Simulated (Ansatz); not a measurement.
Results of RPBE (Ansatz, a quantum-chemistry and plane-wave program, PAW) for fcc Ag.

Settings: plane-wave cutoff 520 eV, 24×24×24 k mesh, Fermi–Dirac smearing 0.05 eV, no spin polarisation, scalar-relativistic PAW data made under PBE.

A third-order Birch–Murnaghan fit to the energies gives V0 = 18.667 Å³/atom, B0 = 74.4 GPa, B′ = 5.9.

```tsv
V (Å³/atom)	P (GPa)
17.508	5.76
17.881	3.64
18.254	1.78
18.626	0.17
18.999	-1.24
19.371	(withheld)
19.744	(withheld)
```

Task: Estimate the withheld pressures from this fit; the answers are the runs' own values.

Result: 
- 19.371, P (GPa): -2.47
- 19.744, P (GPa): -3.53

The formula P = (3/2) B0 (x^(7/3) − x^(5/3)) [1 + (3/4)(B′ − 4)(x^(2/3) − 1)] with x = V0/V meets the computed pressures within 0.01 GPa when these rounded values are put in.

Measured, for comparison: bulk modulus 110 GPa (corrected for temperature and zero-point phonon effects, sources range from 104 to 111; as tabulated in Levämäki et al. (2014), arXiv:1402.3671); equilibrium volume per atom 16.76 Å³/atom (static lattice: zero-point anharmonic expansion removed; as tabulated in Mejia-Rodriguez and Trickey (2018), arXiv:1807.09216). Computed less measured: bulk modulus -32 % (-28 % to -33 % over the range), equilibrium volume per atom +11.4 %.

The computed numbers hold no vibrational or temperature effects.
